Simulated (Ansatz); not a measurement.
One geometry of BH2(CN) (CH2BN), several levels of theory.

```yaml
crystal:
  periodic: [false, false, false]
  atoms:
    - {symbol: B, position_ang: [0.304229, 0.528302, 0.008334]}
    - {symbol: H, position_ang: [1.491528, 0.506216, 0.059286]}
    - {symbol: H, position_ang: [-0.309587, 1.545501, -0.027642]}
    - {symbol: C, position_ang: [-0.455283, -0.789993, -0.011988]}
    - {symbol: N, position_ang: [-1.030886, -1.790026, -0.027991]}
basis:
  gaussian: {orbitals: def2-TZVP, initial_orbitals: start.molden}
magnetization: {spin_polarized: true, initial_magnetization: 2}
hamiltonian: {xc: r2scan, dispersion: d4}
scf: {omitted_lower_state_checks: [starts]}
output: {orbitals: {seedname: orbitals}}
```

The file start.molden holds the orbitals of an earlier run on this structure, at another level or in another basis.

```sh
$ ansatz run in.yaml --threads 4 --pin off --events-out ev --progress --plain --max-ram 3916MiB
```

Shortened log:

```
Functional definition: r2SCAN
592 factors; their error is unknown
mean field evaluation 1: about -3229.8782 eV, gradient 2.8e0 eV
mean field evaluation 2: about -3229.9037 eV, gradient 3.2e-2 eV
mean field evaluation 4: about -3229.9003 eV, gradient 5.2e-4 eV
mean field evaluation 8: about -3229.9003 eV, gradient 1.5e-5 eV
mean field -3229.90029140 eV, -118.6966464040 hartree, gradient 1.5e-5 eV, S^2 2.019574; 0 other end points of the search recorded, 0 dependent functions left out
reference -3229.90030485 eV, -118.6966468983 hartree; 11, 9 occupied and 94, 96 virtual orbitals, 592 factors
Total energy: -3229.91294403 eV, -118.6971113796 hartree
Checks for a lower state left out: starts
```

It took 1.7 s on 4 threads of Arm Neoverse V2 on a shared host.

As the first input, with `gaussian: {orbitals: def2-TZVP}`, `hamiltonian: {xc: pbe0, dispersion: d4}` (abridged; 0.9 s):

```
Functional definition: PBE0
mean field evaluation 16: about -3227.5017 eV, gradient 4.9e-4 eV
mean field -3227.50173305 eV, -118.6085010102 hartree, gradient 2.4e-5 eV, S^2 2.020388
Total energy: -3227.54650579 eV, -118.6101463781 hartree
Checks for a lower state left out: starts
```

First input, but with `hamiltonian: {xc: pbe, dispersion: d4}` (abridged; 0.75 s):

```
Functional definition: PBE
mean field -3227.57400553 eV, -118.6111569749 hartree, gradient 1.9e-5 eV, S^2 2.007573
Total energy: -3227.62818130 eV, -118.6131478978 hartree
Checks for a lower state left out: starts
```

Geometry: PBE0-D4/def2-TZVP, that of the neutral singlet.

At PBE0-D4/def2-TZVP a singlet of charge 0 lies 4.07 eV below the triplet at the same geometry.
